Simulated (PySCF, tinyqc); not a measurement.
Inside a calculation. Method: RHF in the sto-3g basis, for H2O, spin multiplicity 1. The lowest restricted solution is unstable here: a spin-polarised one lies 0.0029 hartree lower (PySCF). One step of it, computed by the program tinyqc.

Task: Iteration 2: DIIS coefficients. Solve [B -1; -1 0][c; lambda] = [0; -1] for the coefficients, which sum to one.

B (overlaps of the stored error matrices):
```
,1,2
1,1.4934411e+00,-1.2203284e+00
2,-1.2203284e+00,1.8937943e+00
```

Give: DIIS coefficients.

Result:

DIIS coefficients: 0.5343  0.4657
